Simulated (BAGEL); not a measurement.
**HF/6-31G(d) (density fitting with qzvpp-jkfit, spherical functions) run of C2H5N (ethanimine)**

What is the vertical ionisation energy of C2H5N (ethanimine) at HF/6-31G* (density fitting with qzvpp-jkfit, spherical functions)? 

Program for the calculation: BAGEL 1.2.2.

## 1. Starting point

The species is C2H5N (8 atoms), meant as a singlet with charge 0. SMILES: `[H]/N=C\C`. Geometry: relaxed at PBE0-D4/def2-TZVP.

Bond lengths: C1–C2 1.493 Å, C2–N3 1.263 Å, C1–H4 1.094 Å, C1–H5 1.092 Å, C1–H6 1.094 Å, C2–H7 1.095 Å, N3–H8 1.023 Å. Angles: C1–C2–N3 127.9°, C1–C2–H7 115.5°, N3–C2–H7 116.6°, C2–C1–H4 110.3°, C2–C1–H5 111.6°, C2–C1–H6 110.3°, C2–N3–H8 110.6°, H4–C1–H5 109.0°, H4–C1–H6 106.6°, H5–C1–H6 108.9°.

## 2. A single-point energy at HF/6-31G(d) (density fitting with qzvpp-jkfit, spherical functions)

calc.json

```json
{ "bagel" : [

{
  "title" : "molecule",
  "basis" : "6-31gs.json",
  "df_basis" : "qzvpp-jkfit",
  "angstrom" : "true",
  "geometry" : [
    { "atom" : "C", "xyz" : [   -0.471200,    0.591900,   -0.316000 ] },
    { "atom" : "C", "xyz" : [    0.663100,   -0.171000,    0.284300 ] },
    { "atom" : "N", "xyz" : [    0.697800,   -1.395000,    0.593600 ] },
    { "atom" : "H", "xyz" : [   -0.168400,    1.032800,   -1.270700 ] },
    { "atom" : "H", "xyz" : [   -1.342300,   -0.045400,   -0.480200 ] },
    { "atom" : "H", "xyz" : [   -0.756700,    1.422800,    0.336400 ] },
    { "atom" : "H", "xyz" : [    1.571900,    0.409700,    0.476500 ] },
    { "atom" : "H", "xyz" : [   -0.194200,   -1.845700,    0.376100 ] }
  ]
},
{ "title" : "hf" },
{ "title" : "print", "file" : "orbitals.molden", "orbitals" : "true" }

]}
```

The basis set 6-31G* is read from a file made from the Basis Set Exchange's data (not shown).

Started as:

```
$ BAGEL_NUM_THREADS=1 BAGEL calc.json > calc.out
```

Output:

```text
* using 1 threads per process

  ===============================================================
  ===============================================================

  *** Geometry ***

  { "atom" : "C", "xyz" : [     -0.890439,      1.118529,     -0.597153 ] },
  { "atom" : "C", "xyz" : [      1.253077,     -0.323143,      0.537249 ] },
  { "atom" : "N", "xyz" : [      1.318651,     -2.636168,      1.121741 ] },
  { "atom" : "H", "xyz" : [     -0.318230,      1.951709,     -2.401275 ] },
  { "atom" : "H", "xyz" : [     -2.536579,     -0.085794,     -0.907446 ] },
  { "atom" : "H", "xyz" : [     -1.429956,      2.688702,      0.635704 ] },
  { "atom" : "H", "xyz" : [      2.970460,      0.774221,      0.900454 ] },
  { "atom" : "H", "xyz" : [     -0.366985,     -3.487868,      0.710726 ] },

  Number of auxiliary basis functions:      317

  Since a DF basis is specified, we compute 2- and 3-index integrals:
    o Being stored without compression. Storage requirement is 0.007 GB

  Number of basis functions:       52
  Number of electrons      :       24

    * METHOD: MOLECULE                             0.08

  *** RHF ***

  === Nuclear Repulsion ===
    71.1596839893

      * DIIS with orbital gradients will be used.

  === RHF iteration (6-31gs.json) ===
      0       -132.91082750          0.02659793           0.01
      1       -133.02278669          0.01587578           0.01
      2       -133.06876499          0.00289964           0.01
      3       -133.07100204          0.00102432           0.01
      4       -133.07128147          0.00026436           0.01
      5       -133.07132919          0.00009372           0.01
      6       -133.07133444          0.00001789           0.01
      7       -133.07133459          0.00000396           0.01
      8       -133.07133460          0.00000098           0.01
      9       -133.07133460          0.00000031           0.01
     10       -133.07133460          0.00000011           0.01
     11       -133.07133460          0.00000004           0.01
     12       -133.07133460          0.00000002           0.01
     13       -133.07133460          0.00000001           0.01
    * SCF iteration converged.

    * Permanent dipole moment:
           (    0.652788,    -0.718854,     0.413291) a.u.

    * METHOD: HF                                   0.23

    * METHOD: PRINT                                0.01

  ===============================================================
```

Run time: 0.44 s. Hardware: 1 thread of Arm Neoverse V1, shared host.

## 3. The doublet cation

input.json

```json
{ "bagel": [

{
  "title": "molecule",
  "basis": "6-31gs.json",
  "df_basis": "qzvpp-jkfit",
  "angstrom": true,
  "geometry": [
    { "atom": "C", "xyz": [   -0.471200,    0.591900,   -0.316000 ] },
    { "atom": "C", "xyz": [    0.663100,   -0.171000,    0.284300 ] },
    { "atom": "N", "xyz": [    0.697800,   -1.395000,    0.593600 ] },
    { "atom": "H", "xyz": [   -0.168400,    1.032800,   -1.270700 ] },
    { "atom": "H", "xyz": [   -1.342300,   -0.045400,   -0.480200 ] },
    { "atom": "H", "xyz": [   -0.756700,    1.422800,    0.336400 ] },
    { "atom": "H", "xyz": [    1.571900,    0.409700,    0.476500 ] },
    { "atom": "H", "xyz": [   -0.194200,   -1.845700,    0.376100 ] }
  ]
},
{
  "title": "uhf",
  "charge": 1,
  "nopen": 1
},
{
  "title": "print",
  "file": "orbitals.molden",
  "orbitals": true
}

]}
```

The basis set 6-31G* is read from a file made from the Basis Set Exchange's data (not shown).

Started as:

```
$ BAGEL_NUM_THREADS=1 BAGEL input.json > input.out
```

Output:

```text
* using 1 threads per process

  ===============================================================
  ===============================================================

  *** Geometry ***

  { "atom" : "C", "xyz" : [     -0.890439,      1.118529,     -0.597153 ] },
  { "atom" : "C", "xyz" : [      1.253077,     -0.323143,      0.537249 ] },
  { "atom" : "N", "xyz" : [      1.318651,     -2.636168,      1.121741 ] },
  { "atom" : "H", "xyz" : [     -0.318230,      1.951709,     -2.401275 ] },
  { "atom" : "H", "xyz" : [     -2.536579,     -0.085794,     -0.907446 ] },
  { "atom" : "H", "xyz" : [     -1.429956,      2.688702,      0.635704 ] },
  { "atom" : "H", "xyz" : [      2.970460,      0.774221,      0.900454 ] },
  { "atom" : "H", "xyz" : [     -0.366985,     -3.487868,      0.710726 ] },

  Number of auxiliary basis functions:      317

  Since a DF basis is specified, we compute 2- and 3-index integrals:
    o Being stored without compression. Storage requirement is 0.007 GB

  Number of basis functions:       52
  Number of electrons      :       24

    * METHOD: MOLECULE                             0.08

  *** Open-shell HF ***

  === Nuclear Repulsion ===
    71.1596839893

      * DIIS with orbital gradients will be used.

  === UHF iteration (6-31gs.json) ===
      0       -132.58342371          0.04305783           0.02
      1       -132.66490224          0.03509192           0.02
      2       -132.69556270          0.02648561           0.02
      3       -132.73326848          0.00513645           0.02
      4       -132.74231613          0.00252727           0.02
      5       -132.74549540          0.00100573           0.02
      6       -132.74612455          0.00036587           0.02
      7       -132.74637465          0.00024742           0.02
      8       -132.74660123          0.00015162           0.02
      9       -132.74671568          0.00011531           0.02
     10       -132.74680790          0.00006691           0.02
     11       -132.74686319          0.00003772           0.02
     12       -132.74688356          0.00001847           0.02
     13       -132.74688754          0.00000754           0.02
     14       -132.74688784          0.00000274           0.02
     15       -132.74688786          0.00000088           0.02
     16       -132.74688786          0.00000034           0.02
     17       -132.74688786          0.00000014           0.02
     18       -132.74688786          0.00000009           0.02
     19       -132.74688786          0.00000005           0.02
     20       -132.74688786          0.00000002           0.02
     21       -132.74688786          0.00000001           0.02
     22       -132.74688786          0.00000001           0.02
    * SCF iteration converged.

    * S^2 (UHF) is 0.8306

    * Permanent dipole moment:
           (   -0.019236,     0.215008,    -0.059110) a.u.

    * METHOD: UHF                                  0.61

    * METHOD: PRINT                                0.01

  ===============================================================
```

It took 0.83 s on 1 thread of Arm Neoverse V1, shared host.

## 4. Summary of results

At HF/6-31G* (density fitting with qzvpp-jkfit, spherical functions):

| quantity | value |
| --- | --- |
| singlet C2H5N: total energy | -133.07133 Eh |
| singlet C2H5N: dipole moment | 2.68 D |
| singlet C2H5N: HOMO energy | -11.29 eV |
| singlet C2H5N: LUMO energy | 4.86 eV |
| singlet C2H5N: HOMO–LUMO gap | 16.15 eV |
| doublet cation: total energy | -132.74689 Eh |
| doublet cation: ⟨S²⟩ | 0.831 |
| vertical ionisation energy (to the doublet cation) | 8.829 eV |

In words: Removing an electron at fixed nuclei costs 8.83 eV (204 kcal/mol). The negative HOMO energy of the first species, 11.29 eV, lies 2.46 eV above that difference.
